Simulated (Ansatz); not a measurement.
Ideal-gas functions of CH5FSi (`FC[SiH3]`) at 500 K and 1 bar, from an Ansatz frequency run at PBE0-D4/def2-TZVP.

Molar mass 64.13 g/mol, point group Cs (symmetry number 1), electronic degeneracy 1, moments of inertia 18.382, 100.942, 110.231 u Å². Harmonic wavenumbers (cm⁻¹, unscaled): 151, 234, 494, 575, 742, 858, 914, 935, 947, 1066, 1249, 1318, 1464, 2224, 2241, 2246, 3043, 3095.

Use S(trans) = R[1.5 ln M + 2.5 ln T − 1.1517]; rotational temperatures θ = 24.2544 K / I; S(rot) = R[ln(√π/σ · √(T³/θAθBθC)) + 1.5]; for each mode x = 1.438777 ν̃/T, S = R[x/(eˣ − 1) − ln(1 − e⁻ˣ)] and H = RT x/(eˣ − 1); 1 cm⁻¹ = 0.0119627 kJ/mol; R = 8.31446 J/(mol·K).

By hand: the entropy, in J/(mol·K).

Translation 171.5. Rotation: θ = 1.3195, 0.2403, 0.22 K, giving 105.8. Vibration, mode by mode: 15.31, 11.76, 6.06, 5.02, 3.43, 2.63, 2.32, 2.21, 2.15, 1.64, 1.08, 0.92, 0.65, 0.10, 0.10, 0.10, 0.01, 0.01, in all 55.5. Electronic 0.0. Sum 332.8 J/(mol·K).

By hand: H − E and G − E in kJ/mol, counted from the electronic energy.

Zero-point energy ½ × 23796 × 0.0119627 = 142.3; thermal vibration 16.1; translation, rotation and pV give 4 RT = 16.6. H − E = 175.0 kJ/mol, and G − E = 175.0 − 500 × 332.8/1000 = 8.6 kJ/mol.

Vibration gives 17 % of the entropy.
